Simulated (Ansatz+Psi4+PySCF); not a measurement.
## doublet ClNO(+): levels of theory in one basis

| atom | x (Å) | y (Å) | z (Å) |
| --- | --- | --- | --- |
| Cl | -0.5278 | -0.9612 | -0.0015 |
| N | -0.0080 | 0.9985 | -0.0059 |
| O | 1.1368 | 1.1782 | -0.0020 |

Basis set: cc-pVTZ on N, O; cc-pV(T+d)Z on Cl (spherical functions). Correlated methods keep 7 orbitals frozen. Correlation on ROHF uses semicanonical orbitals with singles. Charge 1, multiplicity 2.

Computed with Ansatz (development build ahead of 0.2.0); each method stands on the lowest determinant of its kind that the runs found.

```csv
method,E − E(ROHF) (eV),<S²> of the determinant
ROHF,0.00,0.75
UHF,-0.29,1.13
UHF-MP2,-15.66,1.13
ROHF-CCSD,-16.82,–
UHF-CCSD,-16.80,1.13
ROHF-CCSD(T),-17.77,–
UHF-CCSD(T),-17.71,1.13
```

Question: What does ROHF-MP2 give on the same scale?

Answer: -16.64 eV.

Caution for UHF, UHF-MP2, UHF-CCSD, UHF-CCSD(T): the unrestricted determinant is spin contaminated. Caution for ROHF-MP2, UHF-MP2, ROHF-CCSD, UHF-CCSD, ROHF-CCSD(T), UHF-CCSD(T): large amplitudes, a single reference is doubtful. Caution for UHF-CCSD(T): another reference gives a lower total.
